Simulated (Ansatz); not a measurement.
# SiH₂ (singlet): wave-function methods side by side, cc-pV(D+d)Z

Aim: climb from Hartree-Fock through coupled cluster and multireference methods for SiH₂ (singlet) at one geometry and basis, and see what each rung misses.

Method: cc-pV(D+d)Z, core rule «outside noble gas», up to 5 orbitals frozen; program: Ansatz 0.2.0, Gaussian basis.

Plan: UHF; CCSD(T) on RHF; CCSD(T) on UHF; BCCD(T) on RHF; CISD; CCSDT(Q) on RHF; CCSDT(Q) on UHF; CISDTQ; CCSDTQ on RHF; CCSDTQ on UHF; CASSCF and MRCISD+Q, 6 electrons in 6 orbitals; CASSCF and NEVPT2, 6 electrons in 6 orbitals; Full CI.

10 further runs of the same task are left out: 10 set aside as unsound or not needed.

## Step 1: The system

The geometry is an MP2(full)/6-31G* stationary point (not a proven minimum).

3 atoms, charge 0, spin multiplicity 1.

Atoms are counted from 1 here; the program's logs count them from 0.

Bond lengths: Si1–H2 1.519 Å, Si1–H3 1.519 Å. Angles: H2–Si1–H3 92.5°.

Geometry (Å):

```mol
H2Si
  3D, bonds by distance, orders not assigned

  3  2  0  0  0  0  0  0  0  0999 V2000
    0.0000    0.0000    0.0703 Si  0  0
    0.0000    1.0969   -0.9798 H   0  0
    0.0000   -1.0969   -0.9798 H   0  0
  1  2  8  0
  1  3  8  0
M  END
```

## Step 2: UHF

Contents of in.yaml:

```yaml
crystal:
  periodic: [false, false, false]
  atoms:
    - {symbol: Si, position_ang: [0.000000, 0.000000, 0.070330]}
    - {symbol: H, position_ang: [0.000000, 1.096938, -0.979847]}
    - {symbol: H, position_ang: [0.000000, -1.096938, -0.979847]}
basis:
  gaussian: {orbitals: "cc-pV(D+d)Z.json"}
magnetization: {spin_polarized: true, initial_magnetization: 0}
hamiltonian: {xc: hf}
output: {orbitals: {seedname: orbitals}}
```

Command:

```
$ ansatz run in.yaml --threads 1 --pin off --events-out ev --progress --plain --max-ram 3956MiB --backend cpu
```

Further steps of the session: CCSD(T) on RHF; CCSD(T) on UHF; BCCD(T) on RHF; CISD; CCSDT(Q) on RHF; CCSDT(Q) on UHF; CISDTQ; CCSDTQ on RHF; CCSDTQ on UHF; CASSCF and MRCISD+Q, 6 electrons in 6 orbitals; CASSCF and NEVPT2, 6 electrons in 6 orbitals; Full CI.

Q: Predict the results of all the runs planned. Wanted: FCI below the RHF energy; RMP2 from FCI; RCCSD from FCI; RCCSD(T) from FCI; RCCSDT(Q) from FCI; NEVPT2 valence from FCI; MRCISD+Q valence from FCI; T1 diagnostic; effectively unpaired electrons.

As calculated:

| quantity | value |
| --- | --- |
| FCI below the RHF energy | -3.2772 eV |
| RMP2 from FCI | +868.5 meV |
| RCCSD from FCI | +82.6 meV |
| RCCSD(T) from FCI | +20.1 meV |
| RCCSDT(Q) from FCI | +0.6 meV |
| NEVPT2 valence from FCI | +647.9 meV |
| MRCISD+Q valence from FCI | +14.5 meV |
| levels within 1 kcal/mol (43 meV) | RCCSD(T), BCCD(T), RCCSDT, CISDTQ, RCCSDT(Q), RCCSDTQ, MRCISD+Q valence |
| T1 diagnostic | 0.014 |
| effectively unpaired electrons | 0.09 |

In words: RCCSD(T) misses by +20.1 meV, 0.6 % of the correlation energy. One determinant dominates. Of the multireference levels listed MRCISD+Q valence comes nearest in total energy (+14.5 meV), which doesn't show that its space is the better one. These misses are within one basis, not against nature.
